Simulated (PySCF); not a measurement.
These 2 structures share the formula [C2H2FS]- (charge -1). Computed, not measured: PBE0-D3(BJ)/def2-SVP geometry optimisation, gas phase in PySCF. Energies are electronic, without zero-point or thermal terms, for one conformer each. No frequencies were run at this level. Point groups hold within 0.08 Å.

Task: Rank from lowest to highest electronic energy at this level (kcal/mol).
A. `C=C(F)[S-]`
B. `F/C=C/[S-]`

Result: A (0.0), B (9.5).

| SMILES | E (Eh) | E rel (kcal/mol) | dipole about centre of mass (D) | point group | A, B, C (MHz) |
| --- | --- | --- | --- | --- | --- |
| C=C(F)[S-] | -574.87701 | 0.0 | 1.80 | Cs | 11046, 4971, 3428 |
| F/C=C/[S-] | -574.86184 | 9.5 | 3.46 | Cs | 58779, 2412, 2317 |

Task: How do the relative energies change in single points at PBE0/pcSseg-1 (no added dispersion term) on the same geometries?

Result: 
```json
{"SMILES": "C=C(F)[S-]", "PBE0-D3(BJ)/def2-SVP (kcal/mol)": "0.0", "PBE0/pcSseg-1 (kcal/mol)": "0.0", "shift": "0.0"}
{"SMILES": "F/C=C/[S-]", "PBE0-D3(BJ)/def2-SVP (kcal/mol)": "9.5", "PBE0/pcSseg-1 (kcal/mol)": "8.6", "shift": "-0.9"}
```

Each column counts from its own lowest isomer. The order is unchanged; the largest shift is 0.9 kcal/mol.
